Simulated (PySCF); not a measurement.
Molecule: SMILES C=CC(=O)F, C3H3FO.

Atom-mapped SMILES (the numbers label the heavy atoms): `[CH2:1]=[CH:2][C:3](=[O:4])[F:5]`. Each H is labelled by its parent atom. Ha(C1) is cis to C3; Hb(C1) is trans to C3.

Geometry PBE0-D3(BJ)/def2-SVP throughout; GIAO in PySCF 2.14.0 with density-fitted response routines, gas phase, one conformer, non-relativistic; equivalent atoms averaged; basis pcSseg-2.

(1) How do the absolute shieldings σ depend on the functional? (ppm; last column core-seconds on 1 thread of an Intel Xeon Platinum 8488C, shared host)

(2) Which nucleus moves most, in ppm?

Answers

(1) 
```
functional                    kind    C3    C1    C2     O4     F5  Ha(C1)  Hb(C1)  H(C2)  core-s
      WP04           global hybrid   3.8  20.9  38.2  -91.3  143.9   24.67   25.43  25.55      14
     B97-2           global hybrid  19.0  34.2  51.2  -76.0  142.6   24.20   24.98  25.09      13
 BHandHLYP           global hybrid  16.1  30.0  50.2  -86.0  162.5   24.16   24.96  25.23      13
 CAM-B3LYP  range-separated hybrid  12.3  27.3  45.1  -87.1  143.7   24.08   24.87  25.03      18
   wB97X-D  range-separated hybrid  15.9  30.4  47.8  -87.5  143.3   24.10   24.87  25.05      17
   LC-wPBE  range-separated hybrid  15.6  28.8  47.9  -84.9  147.4   23.94   24.68  24.92      24
```

(2) F5 (fluorine bonded to C): from 142.6 ppm with B97-2 to 162.5 ppm with BHandHLYP. The smallest spread is 0.63 ppm, at H(C2). Proton shifts span only some 12 ppm, so a few tenths of a ppm matter as much there as several ppm in carbon.
